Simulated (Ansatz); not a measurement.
We consider rock-salt BaTe, described by HSE06-D3(BJ) (plane waves, PAW; Ansatz, a program for electronic structure).

Settings: plane-wave cutoff 460 eV, 6×6×6 k mesh, Fermi–Dirac smearing 0.01 eV, scalar-relativistic PAW data made under PBE.

Energies at three volumes about the minimum:

```
V (Å³/atom)  E − E_lowest (meV/atom)
-----------  -----------------------
40.039                          3.36
41.066                          0.00
42.023                          1.94
```

Fit a parabola by hand: where is the minimum, what lattice constant follows, and what is the bulk modulus?

Slopes: (0.00 − 3.36)/(41.066 − 40.039) = -3.272 and (1.94 − 0.00)/(42.023 − 41.066) = 2.027 meV/Å³. Curvature E″ = 2 × (2.027 − (-3.272))/(42.023 − 40.039) = 5.342 meV/Å⁶. From the middle of the first interval, the slope vanishes at V0 = 40.5525 − (-3.272)/5.342 = 41.165 Å³/atom. B = V0 E″ = 41.165 × 5.342 meV/Å³ × 0.1602 GPa per meV/Å³ = 35.2 GPa. With 8 atoms in the cube, a = (8 × 41.165)^(1/3) = 6.906 Å. The full Birch–Murnaghan fit to all volumes gives V0 = 41.144 Å³/atom and B0 = 34.8 GPa.

Measured, for comparison: lattice constant a 7.007 Å (room temperature, no zero-point or thermal correction; as tabulated in Lucero et al. (2012), arXiv:1111.4515).
